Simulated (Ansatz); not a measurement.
A made-up structure of CHBO, closed shell:

B1  (-1.314, -0.343, 0.146)
C2  (0.119, 0.337, -0.012)
O3  (0.154, -0.912, -0.022)
H4  (-2.401, -0.434, 0.511)
(Å)

It is relaxed with PBE-D4/def2-SVP and then PBE0-D4/def2-TZVP (Ansatz 0.2.0). Atoms count as bonded within 1.22 times the sum of their covalent radii (H–H: 0.88 Å). The end point is not checked to be a true minimum.

**Question.** Does its bonding change? (Judge from chemistry; the calculation decides.)

**Answer.** The calculation gives: No: no bond forms or breaks.

Where it ends: The first stage lowers the energy by 0.91 eV in 6 steps. It ends as CHBO ([BH]1[C][O]1):
```csv
atom,x (Å),y (Å),z (Å)
B1,-1.2093,-0.2417,0.2218
C2,0.1528,0.3829,-0.0548
O3,-0.0593,-0.9490,0.0120
H4,-2.3254,-0.5451,0.4445
```

Labels in which every atom is bracketed show which atoms are joined, not bond orders.

For scale, one of the runs: PBE0-D4/def2-TZVP relaxation, 99 basis functions, launched by `ansatz run in.yaml --threads 2 --pin off --events-out ev --progress --plain --max-ram 4352MiB`. Hardware: 2 CPU threads of an Arm Neoverse V2, shared host. Wall time about 4.9 s.
